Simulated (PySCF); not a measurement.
Field gradients at the hydrogen positions

Species: C4H4O2.
Geometry (PBE0-D3(BJ)/def2-SVP, Å), atoms numbered from 1 in this order:
```xyz
10
C4H4O2 angstrom
O      1.9442   -0.4429   -0.5084
C      0.6645   -0.2793   -0.1825
C     -0.1038    0.8409   -0.0643
C     -1.4010    0.3598    0.3178
C     -1.3122   -0.9931    0.3984
O     -0.0393   -1.3877    0.0889
H      2.1484   -1.3856   -0.4806
H      0.2178    1.8649   -0.2285
H     -2.2899    0.9578    0.5084
H     -2.0091   -1.7871    0.6474
```

Level: PBE0/pcSseg-1 (PySCF, non-relativistic); Q(2H) = 0.00286 b; rigid geometry, the same for H and D, with no vibrational averaging.

Question: Rank these positions by the coupling χzz of a deuteron there, largest first.
A. H8 (aromatic hydrogen)
B. H9 (aromatic hydrogen)
C. H7 (phenol-type hydroxyl hydrogen)

Answer: C (303 kHz), A (217 kHz), B (213 kHz).

Question: Tabulate Vzz, the asymmetry η and χzz = 234.96 MHz × Q × Vzz for every hydrogen position.

Answer: 
```
atom  bonded to  bond length (Å)  Vzz (au)     η  χzz (kHz)
  H7         O1            0.965    0.4512  0.14        303
  H8         C3            1.086    0.3228  0.10        217
  H9         C4            1.088    0.3166  0.07        213
 H10         C5            1.085    0.3171  0.14        213
```

Question: Average by the element that carries the hydrogen.

Answer: on O: 303 kHz over 1 position, mean bond length 0.965 Å; on C: 214 kHz over 3 positions, mean bond length 1.086 Å.

One conformer (not necessarily the lowest) at the PBE0-D3(BJ)/def2-SVP geometry, without solvent, vibrations or thermal averaging. These gradients aren't converged with respect to the basis.
